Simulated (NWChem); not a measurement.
System: ammonia (NH₃); SMILES N

Input file for NWChem:

```
start job
memory heap 200 mb stack 900 mb global 1100 mb
geometry units angstroms noautosym nocenter noautoz
  N      0.000000     0.000000     0.131512
  H      0.664206     0.664206    -0.263938
  H      0.243116    -0.907322    -0.263938
  H     -0.907322     0.243116    -0.263938
end
basis spherical
  * library 3-21g
end
dft
  xc xcamb88 1.00 lyp 0.81 vwn_5 0.19 hfexch 1.00
  cam 0.33 cam_alpha 0.19 cam_beta 0.46
  iterations 150
end
tddft
  cis
  nroots 6
  notriplet
end
task tddft energy
```

STO-3G and 3-21G are far too small for this property and stand as cheap habits. Coordinates come from a B3LYP/6-31G* (spherical d) optimisation.

Vertical excitations in the gas phase.

Give the results of this calculation. (CAM-B3LYP/3-21G, TDA.) Quantities: basis functions; lowest excitation, singlet (eV); oscillator strength of that lowest state; lowest state with f > 0.02, singlet (eV); oscillator strength of that bright state; orbital gap (eV).


```yaml
number_of_basis_functions: 15
lowest excitation, singlet (eV): 7.59
oscillator_strength_of_that_lowest_state: 0.022
lowest state with f > 0.02, singlet (eV): 7.59
oscillator_strength_of_that_bright_state: 0.022
orbital gap (eV): 12.26
```
